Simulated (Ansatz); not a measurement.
Input file:

```yaml
crystal:
  periodic: [false, false, false]
  atoms:
    - {symbol: P, position_ang: [-0.015433, -0.009008, 2.058940]}
    - {symbol: Si, position_ang: [-0.016266, -0.025151, 0.010487]}
    - {symbol: P, position_ang: [0.031698, 0.034159, -2.069427]}
basis:
  gaussian: {orbitals: def2-SVPD}
magnetization: {spin_polarized: false}
correlation: {method: bccd, electrons: valence}
symmetry: c1
output: {forces: true}
```

```sh
$ ansatz run in.yaml --threads 1 --pin off --events-out ev --progress --plain --max-ram 2393MiB
```

Question: One thing in this input was set wrong on purpose, beside settings that are merely unusual. What is the gravest fault, and what does the program do?

Answer: Unknown input key. How the run ends: refused.
```
Error: YAML parse error: error: line 11 column 1: unknown field `symmetry`, expected one of crystal, accuracy, basis, kpoints, hamiltonian, magnetization, projection, total_charge, correlation, batch, efield, external_charges, scf, relax, neb, saddle, md, ramp, phonons, dielectric, real_time, elastic, magnetic_configurations, gw, evaluate, workflow, output, checkpoint, execution
  --> <input>:11:1
   |
 9 | magnetization: {spin_polarized: false}
10 | correlation: {method: bccd, electrons: valence}
11 | symmetry: c1
   | ^ unknown field `symmetry`, expected one of crystal, accuracy, basis, kpoints, hamiltonian, magnetization, projection, total_charge, correlation, batch, efield, external_charges, scf, relax, neb, saddle, md, ramp, phonons, dielectric, real_time, elastic, magnetic_configurations, gw, evaluate, workflow, output, checkpoint, execution
12 | output: {forces: true}
   |
```
